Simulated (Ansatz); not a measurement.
System: HCl (charge +1, doublet). 
Structure (B3LYP-D3(BJ)/def2-TZVP (Ansatz, a program for electronic structure) minimum search):
```
Cl
H 1 1.3252
```
Charge +1, spin multiplicity 2.

Basis-set convergence of Hartree-Fock and MP2 correlation energies (hartree) with Ansatz. Valence correlation only, unless marked. UHF or UKS for open shells. Spin-orbit coupling is left out. Non-relativistic.

```json
[
 {"basis": "def2-SVPD", "functions": "35", "E(HF)": "-459.51891", "E(corr, MP2)": "-0.12407"},
 {"basis": "def2-TZVPPD", "functions": "68", "E(HF)": "-459.67645", "E(corr, MP2)": "-0.16191"},
 {"basis": "def2-QZVPPD", "functions": "112", "E(HF)": "-459.68918", "E(corr, MP2)": "-0.17682"}
]
```

Extrapolating the two largest sets (X = 3 and 4) as X^-3: E(corr) = (64·(-0.17682) - 27·(-0.16191))/37 = -0.1877 Eh, an estimate of the basis-set limit. The largest set recovers 94.2 % of it, the smallest 66.1 %.
